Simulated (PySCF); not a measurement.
**CH6OSi**

The system: CH6OSi, a small molecule; neutral, singlet. The structure, one conformer, was relaxed in the gas phase by PBE0-D3(BJ)/def2-SVP. No frequency run checks that it is a minimum.

SMILES: OC[SiH3]

```xyz
9

C     0.427    0.364   -0.681
Si   -0.322   -0.017    1.025
O    -0.210   -0.365   -1.708
H     0.283    1.434   -0.906
H     1.526    0.209   -0.665
H     0.398    0.707    2.118
H    -1.770    0.347    1.053
H    -0.206   -1.492    1.263
H    -0.058   -1.302   -1.550
```
(Å; atoms numbered from 1)

Shieldings: GIAO PBE0/pcSseg-2. Shifts are against computed references at the same level: C TMS (σ 184.1 ppm), H TMS (σ 31.24 ppm), Si TMS (σ 341.3 ppm). Core levels by delta-SCF with SCAN, pcX-2 on the ionised atom and pcseg-1 elsewhere, spin-free X2C (2p3/2 is the spin-free 2p value less a third of a first-order spin-orbit splitting); from the vacuum level, for chosen atoms.

(1) Give the shieldings and core levels atom by atom.

(2) By CAM-B3LYP/def2-SVPD (TDDFT singlets, Tamm-Dancoff triplets, ionisation by delta-SCF), where does absorption start, and what does vertical ionisation take?

## Answers

(1) 
| atoms | bonded to | σ (ppm) | δ (ppm) | core level (eV) |
| --- | --- | --- | --- | --- |
| C1 | 1 O + 1 Si + 2 H | 131.9 | 52.3 | 1s 291.87 |
| Si2 | 1 C + 3 H | 410.5 | -69.2 | 2p3/2 106.79 |
| O3 | 1 C + 1 H | 319.5 | - | 1s 538.90 |
| H4 | 1 C | 27.58 | 3.66 | - |
| H5 | 1 C | 27.50 | 3.74 | - |
| H6 H7 H8 | 1 Si | 27.37 | 3.88 | - |
| H9 | 1 O | 31.83 | -0.58 | - |

Values are those of this one static structure, with the three H of a rotating XH3 group averaged; atoms that internal rotation interchanges would show their mean in an NMR spectrum.

(2) The lowest singlet lies at 6.46 eV (f 0.002), the strongest of the first 6 at 8.03 eV (f 0.128), the lowest triplet at 6.13 eV; vertical ionisation takes 10.11 eV.
